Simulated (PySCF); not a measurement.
**Dipole moment and polarisability of `Clc1ccccc1`**

Species: C6H5Cl.
Geometry (GFN2-xTB, Å), atoms numbered from 1 in this order:
```xyz
12
C6H5Cl angstrom
Cl     3.0427    0.2186   -0.0055
C      1.3164    0.0946   -0.0044
C      0.5497    1.2483    0.0103
C     -0.8303    1.1419    0.0113
C     -1.4360   -0.1033   -0.0006
C     -0.6580   -1.2488   -0.0155
C      0.7231   -1.1572   -0.0171
H      1.0286    2.2149    0.0215
H     -1.4325    2.0380    0.0228
H     -2.5127   -0.1807    0.0030
H     -1.1255   -2.2218   -0.0242
H      1.3356   -2.0451   -0.0275
```

Level: PBE0/def2-SVPD (PySCF), static field, nuclei fixed, core orbitals frozen in the response. The polarisability tensor in these axes (au):

```
x   107.70   1.64  -0.09
y     1.64  84.91   0.39
z    -0.09   0.39  49.53
```

Diagonalise the tensor; give its mean and Δα, where Δα² is half the sum of the squared differences of the eigenvalues.

Principal values 49.52, 84.79 and 107.81 au; mean 80.71 au = 11.96 Å³ = 13.31 × 10⁻⁴⁰ C²·m²/J; Δα = 50.85 au (63 % of the mean).

What is the dipole moment, and where does it point?

(-1.79, -0.13, 0.01) D, 1.79 D in size, pointing from the negative to the positive side. Measured along this direction, the outermost atoms are Cl1 at the negative end and H10 at the positive end.

Rayleigh depolarisation ratio (linearly polarised light, static tensor)?

ρ = 3Δα²/(45ᾱ² + 4Δα²) = 7758.0/(293140 + 10343.9) = 0.0256.

Orientational against electronic polarisability at 400 K (dilute gas, rigid molecules)?

In Gaussian units μ²/3kT = 19.37 Å³ against 11.96 Å³, a ratio of 1.62; the Debye molar polarisation (4π/3)N_A(α + μ²/3kT) is 79.0 cm³/mol, leaving out the vibrational part.

Give the principal axes and the span of the nuclei along them.

Largest value along (1.00, 0.07, 0.00), where the nuclei span 5.57 Å; middle along (-0.07, 1.00, 0.01), 4.27 Å; least along (0.00, -0.01, 1.00), 0.00 Å. The response follows the extents in order.

Sum over states: ᾱ = Σ f/ω², ω in Eh. What share falls to these 8 lowest TDDFT singlets (eV, f)? 5.34, 0.0039; 5.97, 0.0953; 6.46, 0.0002; 6.83, 0.3180; 6.93, 0.5855; 7.04, 0.0000; 7.08, 0.0000; 7.17, 0.0095.

They add up to 16.29 au, 20.2 % of the 80.71 au; the largest single term is 9.02 au, from the state at 6.93 eV. Terms in order: 0.10, 1.98, 0.00, 5.05, 9.02, 0.00, 0.00, 0.14 au. Higher excitations give the rest. The strengths listed sum to 1.012.

Find the Langevin capture rate constant for H3+ (3.023 u) meeting this molecule (112.008 u), k = 2.342 × 10⁻⁹ cm³/s × √(α in Å³ / reduced mass in u).

The reduced mass is 2.94 u, so k = 4.72 × 10⁻⁹ cm³/s. The formula leaves out the permanent dipole, which adds to the capture rate.

Geometry: GFN2-xTB; no solvent, vibrations or thermal averaging.

The run behind these numbers computed excited states as well. Time: 28 s wall. Hardware: an Arm Neoverse V1 with one thread, on a shared host.
